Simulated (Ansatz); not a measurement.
in.yaml

```yaml
crystal:
  periodic: [false, false, false]
  atoms:
    - {symbol: C, position_ang: [0.021693, -0.036472, 0.000107]}
    - {symbol: H, position_ang: [1.101624, -0.022446, -0.000214]}
    - {symbol: H, position_ang: [-0.854000, 1.435775, -0.004229]}
    - {symbol: H, position_ang: [-0.506125, -0.978728, 0.003162]}
basis:
  gaussian: {orbitals: 6-31G}
magnetization: {spin_polarized: true, initial_magnetization: 1}
correlation: {method: ccsdtq, electrons: outside_noble_gas}
```

```sh
$ ansatz run in.yaml --threads 1 --pin off --events-out ev --progress --plain --max-ram 2393MiB
```

**Question.** Roughly how long does this take on 1 thread of Arm Neoverse V1, shared host, and how much host memory?

**Answer.** 12 s wall and 0.15 GiB.

```
342 factors; integrals over basis functions are off by at most 8.5e-8 eV
mean field evaluation 1: about -1072.5440 eV, gradient 7.9e0 eV
mean field evaluation 2: about -1072.5418 eV, gradient 7.9e0 eV
mean field evaluation 4: about -1073.1172 eV, gradient 1.5e0 eV
mean field evaluation 8: about -1073.2361 eV, gradient 2.3e0 eV
mean field evaluation 16: about -1073.4238 eV, gradient 2.4e-6 eV
mean field evaluation 32: about -1073.4238 eV, gradient 1.8e-4 eV
mean field evaluation 64: about -1059.3310 eV, gradient 1.1e-4 eV
mean field -1073.42375642 eV, -39.4475954558 hartree, gradient 2.4e-6 eV, S^2 1.111181; 2 other end points of the search recorded, 0 dependent functions left out
determinant -1073.42375642 eV, -39.4475954558 hartree, with singles and doubles -1076.23760848 eV, -39.5510026115 hartree
determinant -1070.07342845 eV, -39.3244731737 hartree, with singles and doubles -1072.50417798 eV, -39.4138015715 hartree
1 core orbitals not correlated: weight in the atoms' cores, before any rotation towards them, 1.000 or more for the frozen orbitals, at most 0.000 for the correlated occupied ones
reference -1073.42375642 eV, -39.4475954558 hartree; 4, 3 occupied and 10, 11 virtual orbitals, 342 factors
second order -1.88869984 eV of doubles, -0.00000000 eV of singles
cycle   1  -2.25337759 eV  change   -3.6e-1 eV  update   6.4e-2
cycle   2  -2.59719362 eV  change   -3.4e-1 eV  update   4.7e-2
cycle   3  -2.77115588 eV  change   -1.7e-1 eV  update   3.3e-2
cycle   4  -2.87716753 eV  change   -1.1e-1 eV  update   1.9e-2
cycle   5  -2.88122695 eV  change   -4.1e-3 eV  update   8.6e-3
cycle   6  -2.90046739 eV  change   -1.9e-2 eV  update   4.9e-3
cycle   7  -2.90014037 eV  change    3.3e-4 eV  update   3.2e-3
cycle   8  -2.90661609 eV  change   -6.5e-3 eV  update   1.4e-3
cycle   9  -2.90830445 eV  change   -1.7e-3 eV  update   4.1e-4
cycle  10  -2.90767862 eV  change    6.3e-4 eV  update   1.7e-4
cycle  11  -2.90773043 eV  change   -5.2e-5 eV  update   5.8e-5
cycle  12  -2.90768078 eV  change    5.0e-5 eV  update   2.4e-5
cycle  13  -2.90767433 eV  change    6.5e-6 eV  update   9.5e-6
cycle  14  -2.90767376 eV  change    5.7e-7 eV  update   4.7e-6
cycle  15  -2.90767354 eV  change    2.2e-7 eV  update   2.2e-6
cycle  16  -2.90767491 eV  change   -1.4e-6 eV  update   1.0e-6
cycle  17  -2.90767528 eV  change   -3.6e-7 eV  update   4.7e-7
Total energy: -1076.33143170 eV, -39.5544505513 hartree
```

For the same geometry and basis full CI lies 0.0 meV higher.
